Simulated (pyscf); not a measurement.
This saddle point was located with ωB97X-D3(BJ)/def2-SVP in PySCF.

```xyz
7

F     -1.3029    -1.4741    -0.2570
C     -0.2453    -0.2519    -0.6005
C      0.1244     0.4748     0.4338
F      0.9780     1.5028     0.3241
H     -0.0023    -0.2263    -1.6602
H     -0.2269     0.3060     1.4573
H     -2.0833    -2.3862    -0.0306
```
Charge 0, spin multiplicity 2.

Surface: doublet, charge 0. Lowest wavenumbers (cm⁻¹): 2019i, 172, 216, 314, 329.

### Question
What reaction is this the transition state of?

### Answer
F–CH=CH–F (SMILES FC=CF) + H• (SMILES [H]) ⇌ HF (SMILES F) + •HC=CH–F (SMILES [CH]=CF), an atom transfer read from left to right: C–F broken and F–H formed. At CCSD(T)/def2-TZVPP + ΔMP2(QZVPP) it lies +37.6 kcal/mol from the left side and +54.5 kcal/mol from the right (each side as separated species at their lowest minima found). F–CH=CH–F lies 11.0 kcal/mol over its isomer H₂C=C(F)–F, and others may lie lower still (electronic energy, ωB97M-D3(BJ)). One saddle was located; it need not be the lowest between these sides. The angle at the transferred F is 179°. The CCSD(T) − MP2 part came from Ansatz, without density fitting, on the same reference. A UHF reference is spin-contaminated (<S²> up to 1.00), which harms MP2 most.
